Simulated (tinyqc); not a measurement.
Inside a calculation (part 2 of 2). Method: UKS/exchange-only LDA in the sto-3g basis, for LiH, spin multiplicity 3. Computed by tinyqc, a small Python program that keeps every step (integrals from PySCF). Command: `OMP_NUM_THREADS=1 python tinyqc.py 21655 21656 out.jsonl` (the two numbers bound the seeds that draw the settings). One thread of a shared host (Intel(R) Xeon(R) Processor @ 2.60GHz), about 1 s of CPU time with the checks.

Geometry (angstrom):
```
atom         x         y         z
Li    0.000000  0.000000  0.000000
H     0.000000  0.000000  2.190000
```

## Iteration 2: diagonalisation and new density

extrapolated F(alpha) (hartree), lower triangle:
```
            1Li 1s     1Li 2s   1Li 2px   1Li 2py    1Li 2pz      2H 1s
1Li 1s   -1.647950
1Li 2s   -0.492499  -0.214032
1Li 2px   0.000000   0.000000  0.026066
1Li 2py   0.000000   0.000000  0.000000  0.026066
1Li 2pz  -0.002313  -0.033008  0.000000  0.000000  -0.011849
2H 1s    -0.039518  -0.118316  0.000000  0.000000  -0.149670  -0.219024
```

extrapolated F(beta) (hartree), lower triangle:
```
            1Li 1s     1Li 2s   1Li 2px   1Li 2py    1Li 2pz     2H 1s
1Li 1s   -1.629543
1Li 2s   -0.482449  -0.083548
1Li 2px   0.000000   0.000000  0.146350
1Li 2py   0.000000   0.000000  0.000000  0.146350
1Li 2pz  -0.003458  -0.030011  0.000000  0.000000   0.133385
2H 1s    -0.038615  -0.054546  0.000000  0.000000  -0.049342  0.189634
```

X, lower triangle:
```
            1Li 1s     1Li 2s   1Li 2px   1Li 2py    1Li 2pz     2H 1s
1Li 1s    1.023425
1Li 2s   -0.129450   1.053929
1Li 2px   0.000000   0.000000  1.000000
1Li 2py   0.000000   0.000000  0.000000  1.000000
1Li 2pz  -0.006015   0.043861  0.000000  0.000000   1.061763
2H 1s     0.018079  -0.152368  0.000000  0.000000  -0.215525  1.091694
```

Diagonalise F' = X^T F X, C = X C', fill 3 alpha and 1 beta electrons from the bottom; D(s) = C_occ C_occ^T. Each column has its largest component positive (the first on a tie).

F' = X^T F X (alpha) (hartree), lower triangle:
```
           1          2         3         4          5          6
1  -1.600125
2  -0.289638  -0.100662
3   0.000000   0.000000  0.026066
4   0.000000   0.000000  0.000000  0.026066
5  -0.005911   0.002470  0.000000  0.000000   0.043846
6   0.012907  -0.081940  0.000000  0.000000  -0.128957  -0.158295
```

orbital energies (alpha) (hartree): MO1 -1.654149, MO2 -0.248111, MO3 -0.030117, MO4 0.026066, MO5 0.026066, MO6 0.117141

coefficients C (alpha):
```
               MO1        MO2        MO3       MO4        MO5        MO6
1Li 1s    0.982340  -0.098833  -0.283652  0.000000   0.000000  -0.096445
1Li 2s    0.065872   0.253279   0.968924  0.000000   0.000000   0.381261
1Li 2px   0.000000   0.000000   0.000000  0.494520   0.869166   0.000000
1Li 2py   0.000000   0.000000   0.000000  0.869166  -0.494520   0.000000
1Li 2pz   0.005231   0.228674  -0.326455  0.000000   0.000000   1.008395
2H 1s    -0.008862   0.804168  -0.269379  0.000000   0.000000  -0.736519
```

F' = X^T F X (beta) (hartree), lower triangle:
```
           1          2         3         4          5         6
1  -1.581452
2  -0.297621   0.030112
3   0.000000   0.000000  0.146350
4   0.000000   0.000000  0.000000  0.146350
5  -0.006796   0.000032  0.000000  0.000000   0.179976
6   0.013595  -0.089809  0.000000  0.000000  -0.133647  0.270283
```

orbital energies (beta) (hartree): MO1 -1.634688, MO2 0.022990, MO3 0.125474, MO4 0.146350, MO5 0.146350, MO6 0.385143

coefficients C (beta):
```
               MO1        MO2        MO3        MO4       MO5        MO6
1Li 1s    0.984644  -0.226991   0.185923   0.000000  0.000000   0.094361
1Li 2s    0.058062   0.738441  -0.661501   0.000000  0.000000  -0.407936
1Li 2px   0.000000   0.000000   0.000000  -0.177249  0.984166   0.000000
1Li 2py   0.000000   0.000000   0.000000   0.984166  0.177249   0.000000
1Li 2pz   0.005501   0.374631   0.689215   0.000000  0.000000  -0.748569
2H 1s    -0.008165   0.344959   0.256435   0.000000  0.000000   1.037770
```

D(alpha) after iteration 2, lower triangle:
```
            1Li 1s     1Li 2s   1Li 2px   1Li 2py   1Li 2pz     2H 1s
1Li 1s    1.055218
1Li 2s   -0.235161   1.007303
1Li 2px   0.000000   0.000000  0.000000
1Li 2py   0.000000   0.000000  0.000000  0.000000
1Li 2pz   0.075138  -0.258047  0.000000  0.000000  0.158892
2H 1s    -0.011774  -0.057912  0.000000  0.000000  0.271786  0.719329
```

D(beta) after iteration 2, lower triangle:
```
            1Li 1s     1Li 2s   1Li 2px   1Li 2py    1Li 2pz     2H 1s
1Li 1s    0.969523
1Li 2s    0.057170   0.003371
1Li 2px   0.000000   0.000000  0.000000
1Li 2py   0.000000   0.000000  0.000000  0.000000
1Li 2pz   0.005416   0.000319  0.000000  0.000000   0.000030
2H 1s    -0.008040  -0.000474  0.000000  0.000000  -0.000045  0.000067
```

Within a degenerate level the vectors are fixed only up to a rotation; this is one choice.

## Iteration 6 (converged): orbitals

converged F(alpha) (hartree), lower triangle:
```
            1Li 1s     1Li 2s   1Li 2px   1Li 2py    1Li 2pz      2H 1s
1Li 1s   -1.650449
1Li 2s   -0.492574  -0.213039
1Li 2px   0.000000   0.000000  0.027816
1Li 2py   0.000000   0.000000  0.000000  0.027816
1Li 2pz  -0.003392  -0.038044  0.000000  0.000000  -0.012438
2H 1s    -0.039596  -0.121747  0.000000  0.000000  -0.155293  -0.238754
```

converged F(beta) (hartree), lower triangle:
```
            1Li 1s     1Li 2s   1Li 2px   1Li 2py    1Li 2pz     2H 1s
1Li 1s   -1.631782
1Li 2s   -0.482653  -0.084735
1Li 2px   0.000000   0.000000  0.144505
1Li 2py   0.000000   0.000000  0.000000  0.144505
1Li 2pz  -0.005745  -0.042567  0.000000  0.000000   0.133702
2H 1s    -0.038778  -0.059104  0.000000  0.000000  -0.056402  0.166563
```

As before.

F' = X^T F X (alpha) (hartree), lower triangle:
```
           1          2         3         4          5          6
1  -1.602693
2  -0.289589  -0.099320
3   0.000000   0.000000  0.027816
4   0.000000   0.000000  0.000000  0.027816
5  -0.006499  -0.001894  0.000000  0.000000   0.044451
6   0.013061  -0.082132  0.000000  0.000000  -0.130401  -0.178352
```

orbital energies (alpha) (hartree): MO1 -1.656578, MO2 -0.264987, MO3 -0.027155, MO4 0.027816, MO5 0.027816, MO6 0.112807

coefficients C (alpha):
```
               MO1        MO2        MO3       MO4        MO5        MO6
1Li 1s    0.982476  -0.093449  -0.287242  0.000000   0.000000  -0.089554
1Li 2s    0.065424   0.233605   0.983994  0.000000   0.000000   0.354354
1Li 2px   0.000000   0.000000   0.000000  0.995710  -0.092524   0.000000
1Li 2py   0.000000   0.000000   0.000000  0.092524   0.995710   0.000000
1Li 2pz   0.006068   0.216953  -0.291352  0.000000   0.000000   1.021646
2H 1s    -0.008975   0.819575  -0.280724  0.000000   0.000000  -0.714983
```

F' = X^T F X (beta) (hartree), lower triangle:
```
           1          2         3         4          5         6
1  -1.583744
2  -0.297439   0.028693
3   0.000000   0.000000  0.144505
4   0.000000   0.000000  0.000000  0.144505
5  -0.007693  -0.012255  0.000000  0.000000   0.181437
6   0.013799  -0.088813  0.000000  0.000000  -0.135058  0.246801
```

orbital energies (beta) (hartree): MO1 -1.636918, MO2 0.008526, MO3 0.133459, MO4 0.144505, MO5 0.144505, MO6 0.368119

coefficients C (beta):
```
               MO1        MO2        MO3       MO4        MO5        MO6
1Li 1s    0.984673  -0.216296  -0.200202  0.000000   0.000000   0.089858
1Li 2s    0.057980   0.697538   0.715747  0.000000   0.000000  -0.387875
1Li 2px   0.000000   0.000000   0.000000  0.986777  -0.162086   0.000000
1Li 2py   0.000000   0.000000   0.000000  0.162086   0.986777   0.000000
1Li 2pz   0.007274   0.403024  -0.638472  0.000000   0.000000  -0.778219
2H 1s    -0.008574   0.369216  -0.277491  0.000000   0.000000   1.023911
```

D(alpha) after iteration 6, lower triangle:
```
            1Li 1s     1Li 2s   1Li 2px   1Li 2py   1Li 2pz     2H 1s
1Li 1s    1.056500
1Li 2s   -0.240198   1.027097
1Li 2px   0.000000   0.000000  0.000000
1Li 2py   0.000000   0.000000  0.000000  0.000000
1Li 2pz   0.069376  -0.235610  0.000000  0.000000  0.131991
2H 1s    -0.004770  -0.085361  0.000000  0.000000  0.259544  0.750589
```

D(beta) after iteration 6, lower triangle:
```
            1Li 1s     1Li 2s   1Li 2px   1Li 2py    1Li 2pz     2H 1s
1Li 1s    0.969580
1Li 2s    0.057091   0.003362
1Li 2px   0.000000   0.000000  0.000000
1Li 2py   0.000000   0.000000  0.000000  0.000000
1Li 2pz   0.007162   0.000422  0.000000  0.000000   0.000053
2H 1s    -0.008442  -0.000497  0.000000  0.000000  -0.000062  0.000074
```

Within a degenerate level the vectors are fixed only up to a rotation; this is one choice.

## Convergence

Stop when the energy changes by less than 1e-09 hartree and every element of the error matrix X^T (F D S - S D F) X (for each spin) is below 9e-06.

Course of the cycle:
```
iteration  E (hartree)     change  largest element of the error matrix
1          -7.45131992          -                             1.55e-01
2          -7.51093835  -5.96e-02                             4.07e-02
3          -7.51665155  -5.71e-03                             1.03e-02
4          -7.51700198  -3.50e-04                             3.53e-04
5          -7.51700231  -3.33e-07                             4.04e-06
6          -7.51700231  -1.33e-10                             4.51e-07
```

PySCF UKS in the same basis, fine grid, after a stability check = -7.48763757 hartree

Converged in 6 iterations. The coarse grid moves the energy by -2.94e-02 hartree.

## Populations, bond orders and dipole

overlap S, lower triangle:
```
           1Li 1s    1Li 2s   1Li 2px   1Li 2py   1Li 2pz     2H 1s
1Li 1s   1.000000
1Li 2s   0.241137  1.000000
1Li 2px  0.000000  0.000000  1.000000
1Li 2py  0.000000  0.000000  0.000000  1.000000
1Li 2pz  0.000000  0.000000  0.000000  0.000000  1.000000
2H 1s    0.017767  0.257118  0.000000  0.000000  0.373213  1.000000
```

Mulliken: Z minus the diagonal of D S on the atom; Loewdin: the same with S^(1/2) D S^(1/2); Mayer order: 2 sum_s sum (D(s) S)_ij (D(s) S)_ji over the two atoms.

Charges (e):
```
atom   Mulliken    Loewdin  Mulliken spin
1Li   -0.174806  -0.204515       1.174351
2H     0.174806   0.204515       0.825649
```

Mayer bond orders:
```
pair     order
2-1   0.287747
```

dipole moment about the origin, x y z (debye): 0.000000  0.000000  3.363265

<S^2> of the determinant (pure state: 2) = 2.000000
